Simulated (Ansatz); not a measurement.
**CH, quartet along the distance C1-H2**

Starting geometry (PBE0/def2-TZVP stationary point for this spin):

```xyz
2

C     0.0000    0.0000    0.0000
H     0.0000    0.0000    1.0894
```

From there H2 moves along the line of the two atoms named below, all else staying in place; atoms are numbered as listed. Energies are in eV, counted from the starting geometry at the same level. Kohn–Sham curves are unrestricted where that lies lower.

Basis cc-pVTZ; Ansatz 0.2.0. Correlated methods freeze the noble-gas cores.

Full CI is exact within this basis and frozen core; it isn't the basis-set limit.

| distance C1-H2 (Å) | r2SCAN |
| --- | --- |
| 0.869 | 1.280 |
| 0.993 | 0.183 |
| 1.089 | 0.000 |
| 1.224 | 0.239 |
| 1.334 | 0.638 |
| 1.512 | 1.368 |
| 1.708 | 2.041 |
| 2.060 | 2.742 |
| 2.437 | 3.057 |
| 2.979 | 3.207 |
| 3.731 | 3.256 |

Question: Estimate the full CI curve in cc-pVTZ from this one, knowing how r2SCAN differs from it in such a basis.

Answer: The computed full CI values, in eV from the starting point, and the difference of r2SCAN against them:
```csv
distance C1-H2 (Å),full CI,r2SCAN less full CI
0.869,1.302,-0.022
0.993,0.192,-0.009
1.089,0.000,0.000
1.224,0.226,0.013
1.334,0.611,0.027
1.512,1.322,0.046
1.708,1.987,0.054
2.060,2.606,0.136
2.437,2.783,0.274
2.979,2.834,0.373
3.731,2.846,0.410
```

r2SCAN at 3.731 Å lies 0.410 eV (14 %) above the reference in this basis.
